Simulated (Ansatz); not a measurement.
Loss of H2: C3H7Cl → C3H5Cl + H2

Species: C3H7Cl (2-chloropropane) `CC(C)Cl`, singlet; C3H5Cl (2-chloropropene) `C=C(C)Cl`, singlet; H2 (hydrogen), singlet. 

Shapes, held fixed at every level: PBE0-D4/def2-TZVP. Programs: Ansatz 0.2.0. The zero-point and thermal change to 298 K, harmonic and unscaled (PBE0-D4/def2-TZVP), is -28.5 kJ/mol.

Problem. Estimate ΔH(298 K) of this reaction.

Solution. The highest level, CCSD(T)/CBS estimate, gives ΔH(298 K) = +129.7 kJ/mol; the levels span +129.2 to +143.6. The column of differences is taken from that level and isn't an error. No measured value is set beside it here. The CBS estimate extrapolates MP2 from def2-TZVPP and def2-QZVPP and adds CCSD(T) − MP2 in the triple-zeta set, cores frozen; for H2 it overshoots the exact energy by about 1 mEh.

```csv
level,kind,ΔH(298 K) (kJ/mol),less CCSD(T)/CBS estimate
HF/def2-SVP,Hartree–Fock,+143.6,+13.9
r2SCAN-D4/def2-TZVPP,meta-GGA,+129.2,-0.5
PBE0-D4/def2-TZVPP,global hybrid,+140.1,+10.4
wB97M-V/def2-TZVPP,range-separated hybrid,+132.1,+2.4
MP2/def2-TZVPP,perturbation theory,+131.6,+1.9
CCSD(T)/def2-SVP,coupled cluster or CI,+135.4,+5.7
CCSD(T)/CBS estimate,coupled cluster or CI,+129.7,0.0
```
